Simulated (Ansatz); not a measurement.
# C2H3Si− (SMILES C=C=[SiH-]): functionals against CCSD(T) at one geometry

The task here is to estimate one member of a computed series from the others.

Program: Ansatz 0.2.0, Gaussian basis. Level of theory: single points in def2-TZVPPD. These are calculated values, not measurements.

Correlated methods freeze the cores.

### The starting structure

SMILES `C=C=[SiH-]`, 6 atoms, charge -1, spin multiplicity 1.

Atoms are counted from 1 here; the program's logs count them from 0.

Bond lengths: C1–C2 1.352 Å, C1–H4 1.272 Å, C1–H5 1.132 Å, C2–Si3 1.620 Å, Si3–H6 1.584 Å. Angles: C2–C1–H4 122.1°, C2–C1–H5 132.3°, H4–C1–H5 105.6°, C1–C2–Si3 165.6°, C2–Si3–H6 107.9°.

Geometry (Å):

```
C    -0.7092    0.0227   -0.8443
C     0.1104    0.0481    0.2305
Si    0.8689    0.4010    1.6177
H    -1.6808   -0.7930   -0.9339
H    -0.7366    0.6336   -1.7965
H     2.2182   -0.4272    1.6590
```

Set-up of the first run:

run/in.yaml reads:

```yaml
crystal:
  periodic: [false, false, false]
  atoms:
    - {symbol: C, position_ang: [-0.709200, 0.022700, -0.844300]}
    - {symbol: C, position_ang: [0.110400, 0.048100, 0.230500]}
    - {symbol: Si, position_ang: [0.868900, 0.401000, 1.617700]}
    - {symbol: H, position_ang: [-1.680800, -0.793000, -0.933900]}
    - {symbol: H, position_ang: [-0.736600, 0.633600, -1.796500]}
    - {symbol: H, position_ang: [2.218200, -0.427200, 1.659000]}
basis:
  gaussian: {orbitals: "def2-TZVPPD.json"}
total_charge: -1
correlation: {method: ccsd_t}
output: {forces: true}
```

The basis file named in the input lies beside it (Basis Set Exchange, JSON).

No record of the launch command was kept for these runs.

Among the steps run: CCSD(T)/def2-TZVPPD; PBE0-D4/def2-TZVPPD; wB97M-V/def2-TZVPPD; r2SCAN-D4/def2-TZVPPD; PBE-D4/def2-TZVPPD; HSE06-D4/def2-TZVPPD; wB97X-V/def2-TZVPPD.

One of the session's tables, all rows but one given; the rest of the session is left out.

```
   method  RMS force component (eV/Å)  angle to CCSD(T) forces (°)
  CCSD(T)                       2.165                    reference
  PBE0-D4                       2.089                          6.8
  wB97M-V                           ?                            ?
r2SCAN-D4                       2.043                          5.5
   PBE-D4                       2.012                          4.2
 HSE06-D4                       2.088                          6.7
  wB97X-V                       2.133                          5.9
```

Estimate the missing values for wB97M-V.

**Answer.** RMS force component (eV/Å): 2.132; angle to CCSD(T) forces (°): 6.5. In the column «RMS force component (eV/Å)» it lies between PBE0-D4 (2.089) and wB97X-V (2.133).
